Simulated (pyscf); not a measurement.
•H₂C–N=CH₂ -> •HC=N–CH₃, a hydrogen shift (doublet surface; C–H broken, C–H formed). PySCF, gas phase, ωB97X-D3(BJ)/def2-SVP geometries. Correlated levels are frozen-core, on RHF or UHF. ΔMP2 is the change of the MP2 total energy from the triple- to the quadruple-zeta basis. Energies in kcal/mol from the reactant's lowest minimum found.

Small-basis levels: PySCF, no dispersion term, spherical d functions. Open shells are spin-unrestricted. 

Task: In single points MP2/6-31G* puts the saddle at 64.9 kcal/mol and the reaction energy at +4.1 kcal/mol. Should these be trusted to within a few kcal/mol? Compare with CCSD(T)/def2-TZVPP + ΔMP2(QZVPP).

Result: CCSD(T)/def2-TZVPP + ΔMP2(QZVPP) gives ΔE‡ = 58.9 kcal/mol and ΔE = +7.2 kcal/mol. MP2/6-31G* lies 5.9 kcal/mol over it in the barrier and 3.2 kcal/mol under it in the reaction energy, so on this step it does not hold to within 3.0 kcal/mol. CCSD(T)/def2-TZVPP + ΔMP2(QZVPP) has limits of its own. From the product side, HC≡N + CH₃• lies, by one bond made or cut, 44.2 kcal/mol under this saddle at ωB97M-D3(BJ)/def2-TZVP. One saddle was located; it need not be the lowest between these sides. The CCSD(T) − MP2 part came from Ansatz, without density fitting, on the same reference. A UHF reference is spin-contaminated (<S²> up to 1.00), which harms MP2 most.
